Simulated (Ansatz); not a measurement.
The same path of BH4OSi (7 atoms, charge 0, multiplicity 2) was run 3 times with different band settings. The coordinate that changes most is the dihedral B1–Si2–O3–H7.

Computed with UKS PBE0/def2-SVP in Ansatz.

Relaxed end points:

```xyz
7
Properties=species:S:1:pos:R:3
B -1.541 -0.433 -0.641
Si 0.188 0.213 0.063
O 1.120 -1.069 0.591
H -2.562 -0.022 -1.127
H 0.893 0.975 -1.024
H -0.080 1.176 1.187
H 1.982 -0.839 0.952
```

```xyz
7
Properties=species:S:1:pos:R:3
B -1.432 -0.454 -0.355
Si 0.326 0.392 -0.037
O 1.520 -0.701 0.378
H -2.544 -0.319 -0.790
H 0.881 1.145 -1.199
H 0.021 1.367 1.069
H 1.227 -1.429 0.935
```

Common settings: spring 5.0 eV/Å²; optimiser quadratic models (default); start path IDPP; force threshold 0.05 eV/Å; end points relaxed.

| run | movable images | climbing image | iteration limit |
| --- | --- | --- | --- |
| 1 | 7 | yes | 42 |
| 2 | 3 | no | 60 |
| 3 | 6 | no | 60 |

Problem. What does each run give, and how far can it be trusted?

Solution. Run 1: converged after 7 iterations, highest image 0.032 eV above the first end. A vibrational analysis at the climbing image gives one clearly imaginary mode, 248i cm⁻¹: a first-order saddle point.
Run 2: converged after 7 iterations, highest image 0.029 eV above the first end. No image climbed, so the highest image needn't sit at the top of the path. So few images can step over the top or miss a turn of the path.
Run 3: converged after 7 iterations, highest image 0.033 eV above the first end. No image climbed, so the highest image needn't sit at the top of the path.
